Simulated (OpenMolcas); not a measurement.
# How methods differ on COF2 (SMILES O=C(F)F)

COF2: 4 atoms, total charge 0, spin state singlet. As SMILES, `O=C(F)F`. The coordinates come from a PBE0-D4/def2-TZVP relaxation.

Quantity: the dipole moment, in D. The values are calculated.

**What was measured.** NIST CCCBDB gives the dipole moment of the gas as 0.95 D.

| level | kind | program | value (D) | computed − measured | CPU time |
| --- | --- | --- | --- | --- | --- |
| SVWN5/aug-cc-pVDZ | LDA | OpenMolcas | 1.10 | +0.15 | 18 s |
| BLYP/aug-cc-pVDZ | GGA | OpenMolcas | 1.09 | +0.14 | 25 s |
| PBE/aug-cc-pVDZ | GGA | OpenMolcas | 1.09 | +0.14 | 25 s |
| revPBE/aug-cc-pVDZ | GGA | OpenMolcas | 1.10 | +0.15 | 23 s |
| TPSS/aug-cc-pVDZ | meta-GGA | OpenMolcas | 1.08 | +0.13 | 32 s |
| r2SCAN/aug-cc-pVDZ | meta-GGA | OpenMolcas | 1.13 | +0.18 | 32 s |
| B3LYP/aug-cc-pVDZ | global hybrid | OpenMolcas | 1.09 | +0.14 | 21 s |
| PBE0/aug-cc-pVDZ | global hybrid | OpenMolcas | 1.09 | +0.14 | 22 s |

Nearest: TPSS/aug-cc-pVDZ (+0.13 D); farthest: r2SCAN/aug-cc-pVDZ (+0.18 D). The measured dipole is a vibrational average, so differences of a few hundredths of a debye mean little. Computed less measured by kind, in D (aug-cc-pVDZ rows): LDA +0.15; GGA +0.14 to +0.15; meta-GGA +0.13 to +0.18; global hybrid +0.14 to +0.14. Times are those of the runs behind each value, whatever else they computed, on shared processors of several kinds: orders of magnitude only.
